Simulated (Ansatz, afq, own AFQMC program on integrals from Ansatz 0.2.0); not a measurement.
Integrals from Ansatz 0.2.0, then the random walk in our own AFQMC program (afq).

```yaml
crystal:
  periodic: [false, false, false]
  atoms:
    - {symbol: B, position_ang: [0.000000, 0.000000, 0.008418]}
    - {symbol: O, position_ang: [0.000000, 0.000000, -1.189543]}
    - {symbol: H, position_ang: [0.000000, 0.000000, 1.181125]}
basis:
  gaussian: {orbitals: cc-pVQZ}
magnetization: {spin_polarized: false}
correlation: {method: ccsd_t, electrons: outside_noble_gas, hamiltonian_folder: ham}
```

```sh
$ ansatz run in.yaml --threads 1 --pin off --events-out ev --progress --plain --max-ram 24576MiB --backend cuda --devices 0, --max-vram 18GiB
```

Options of the walk:

```
--method free --trial cisd --walkers 400 --time-step 0.03 --max-blocks 4000 --target-error 0.00038 --factor-cut 1e-05 --seed 7189 --times 0,0.21,0.42,0.81,1.2,1.8,2.4,3 --taylor-order 8
```

Times are imaginary, in 1/Eh. The walk had a cap of 115 s.

afq prints:

```
orbitals 138  electrons 5 5  factors 850 of 850
reference energy -100.21215065 Eh
CCSD correlation -0.35520764 Eh in 11 cycles, weight of the determinant in the CISD state 0.8993
repeat  energy at the last time / Eh  error
    10  -100.585549  0.001702
    20  -100.583598  0.001366
    30  -100.583378  0.001033
    40  -100.583485  0.000939
    50  -100.583543  0.000828
    70  -100.582809  0.000654
    90  -100.583066  0.000574
   110  -100.583027  0.000523
   130  -100.583262  0.000472
   150  -100.583491  0.000435
   170  -100.583890  0.000424
   190  -100.583632  0.000401
   210  -100.583800  0.000383
   220  -100.583739  0.000371
time / (1/Eh)  energy / Eh  error  mean overlap
  0.00  -100.567318  0.000130  1.1119
  0.21  -100.577956  0.000135  1.1056
  0.42  -100.580702  0.000138  1.1033
  0.81  -100.582648  0.000154  1.0985
  1.20  -100.583377  0.000162  1.0949
  1.80  -100.583953  0.000235  1.0862
  2.40  -100.584017  0.000305  1.0825
  3.00  -100.583705  0.000370  1.0827
energy -100.583705 +/- 0.000370 Eh
(rows thinned)
```

The run passed its tests (error under three times the target), which doesn't prove that it has relaxed.

Against this walk (error 10.1 meV) on the same determinant: CCSD(T) 9.7 meV higher (within the noise), the released energy of a separate walk with a CISD trial 16.1 ± 11.9 meV lower (within the noise). The error is statistical, and a free projection of finite length keeps a remainder of its start.

Cautions: remainder of the start not in the error.

The walk took 110 s on 1 × NVIDIA H100 80GB HBM3 with 2 threads of AMD EPYC 7R13 Processor (Zen 3), with other jobs on the host (the card was shared). The log's last line is the free-projection energy.

A walk keeps the symmetry of its determinant, which the program's search chose and which needn't be the lowest solution, so a lower state of the same spin and another symmetry isn't excluded.
